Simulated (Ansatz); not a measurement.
Relaxation of BFH3O (6 atoms, charge 0, multiplicity 2), to a largest force component of 0.03 eV/Å in at most 50 steps.

These are results of UKS B3LYP-D4/def2-SVP (Ansatz), not measurements.

```xyz
6
Properties=species:S:1:pos:R:3:forces:R:3
B -0.004 -0.365 -0.368 0.04 0.01 -0.12
H 0.096 -0.097 2.009 0.06 -0.63 -1.59
F 1.095 0.257 -0.741 -0.05 -0.01 0.00
O -1.173 -0.133 -0.986 0.06 0.01 0.00
H -1.899 -0.654 -0.622 -0.06 -0.01 0.00
H 0.076 0.146 2.687 -0.05 0.64 1.72
```

Problem. Where does it end, and by what steps?

Solution. The forces met the threshold. The force dipped under the threshold on the way, but the program's further checks kept it going. After 12 steps the energy has fallen by 0.078 eV; H6 moved furthest, 0.49 Å.

```json
{"step": "0", "energy less start (eV)": "0.0000", "largest force component (eV/Å)": "1.723", "accepted": "yes"}
{"step": "1", "energy less start (eV)": "-0.0541", "largest force component (eV/Å)": "0.313", "accepted": "yes"}
{"step": "2", "energy less start (eV)": "-0.0598", "largest force component (eV/Å)": "0.312", "accepted": "yes"}
{"step": "3", "energy less start (eV)": "-0.0488", "largest force component (eV/Å)": "0.725", "accepted": "no"}
{"step": "4", "energy less start (eV)": "-0.0650", "largest force component (eV/Å)": "0.090", "accepted": "yes"}
{"step": "5", "energy less start (eV)": "-0.0661", "largest force component (eV/Å)": "0.136", "accepted": "yes"}
{"step": "6", "energy less start (eV)": "-0.0733", "largest force component (eV/Å)": "0.044", "accepted": "yes"}
{"step": "7", "energy less start (eV)": "-0.0729", "largest force component (eV/Å)": "0.297", "accepted": "no"}
{"step": "8", "energy less start (eV)": "-0.0745", "largest force component (eV/Å)": "0.031", "accepted": "yes"}
{"step": "9", "energy less start (eV)": "-0.0673", "largest force component (eV/Å)": "0.629", "accepted": "no"}
{"step": "10", "energy less start (eV)": "-0.0765", "largest force component (eV/Å)": "0.024", "accepted": "yes"}
{"step": "11", "energy less start (eV)": "-0.0766", "largest force component (eV/Å)": "0.184", "accepted": "yes"}
{"step": "12", "energy less start (eV)": "-0.0775", "largest force component (eV/Å)": "0.008", "accepted": "yes"}
```

```xyz
6
Properties=species:S:1:pos:R:3
B -0.037 -0.112 -0.534
H 0.101 -0.002 2.401
F 1.096 0.162 -1.144
O -1.150 -0.375 -1.232
H -1.917 -0.562 -0.676
H 0.098 0.042 3.163
```

Whether the end is a true minimum wasn't checked by a vibrational analysis.

Time of the run: 28 s on 1 thread of Arm Neoverse V1, on a shared host, peak memory 0.14 GiB.
